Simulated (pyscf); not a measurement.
Four-centre exchange: HS–GaH₂ (SMILES [SH][GaH2]) + H₂S (SMILES S) → HS–GaH–SH (SMILES [SH][GaH][SH]) + H₂ (SMILES [H][H])

Gas phase, singlet surface, charge 0. Bonds broken: Ga2–H4, S6–H7. Bonds formed: Ga2–S6, H4–H7. Single points on ωB97X-D3(BJ)/def2-SVP structures (PySCF, gas phase).

Transition state (Å):

```xyz
8

S     -0.0635    -1.9566     0.6910
Ga    -1.3315    -0.2942    -0.0024
H      1.0897    -1.3978     0.2750
H     -0.5942     1.2306     0.3980
H     -2.8748    -0.2201     0.1098
S     -0.5430     0.5053    -2.1699
H     -0.4255     1.2129    -0.6912
H     -1.6892     1.1487    -2.4701
```

One imaginary mode, 1303i cm⁻¹; descent along it reached the two sides named, in the forms told below.

```tsv
bond	change	reactant side (Å)	saddle	product side
Ga2–H4	breaks	1.565	1.740	2.8
S6–H7	breaks	1.348	1.643	3.4
Ga2–S6	forms	2.6	2.441	2.195
H4–H7	forms	4.0	1.102	0.761
```

Electronic energies relative to the separated reactants (eV):

```json
[
 {"level": "ωB97X-D3(BJ)/def2-TZVP", "barrier": "0.51", "reaction energy": "-0.88", "reverse barrier": "1.39"},
 {"level": "PBE/def2-TZVP", "barrier": "0.38", "reaction energy": "-0.76", "reverse barrier": "1.14"},
 {"level": "r²SCAN/def2-TZVP", "barrier": "0.37", "reaction energy": "-0.82", "reverse barrier": "1.19"},
 {"level": "B3LYP-D3(BJ)/def2-TZVP", "barrier": "0.57", "reaction energy": "-0.77", "reverse barrier": "1.34"},
 {"level": "PBE0-D3(BJ)/def2-TZVP", "barrier": "0.41", "reaction energy": "-0.78", "reverse barrier": "1.19"},
 {"level": "M06-2X/def2-TZVP", "barrier": "0.53", "reaction energy": "-0.89", "reverse barrier": "1.42"},
 {"level": "ωB97M-D3(BJ)/def2-TZVP", "barrier": "0.68", "reaction energy": "-0.70", "reverse barrier": "1.39"},
 {"level": "HF/def2-TZVP", "barrier": "1.36", "reaction energy": "-0.59", "reverse barrier": "1.95"}
]
```

With ωB97M-D3(BJ)/def2-TZVP energies and thermal terms (ideal gas, 1 atm, RRHO with modes under 100 cm⁻¹ raised to 100, one conformer, R ln 2 for chiral ones without a mode under 150 cm⁻¹), in eV:

```
T (K)   ΔH‡   ΔG‡     ΔH     ΔG
-----  ----  ----  -----  -----
298    0.65  1.11  -0.73  -0.63
600    0.66  1.56  -0.68  -0.54
900    0.69  2.01  -0.65  -0.48
1200   0.73  2.44  -0.63  -0.42
```

On the reactant side the descent ends in an adduct with a Ga–S contact (not fully relaxed), 0.54 eV under the separated species and 1.06 eV under the saddle at ωB97X-D3(BJ)/def2-TZVP. What is counted as formed (Ga–S) is already present as a longer contact in the reactant adduct; forming that adduct is a step of its own. This is the saddle that the search found; another between the same sides may lie lower. Elements up to Kr have no core potential and no relativistic terms here.
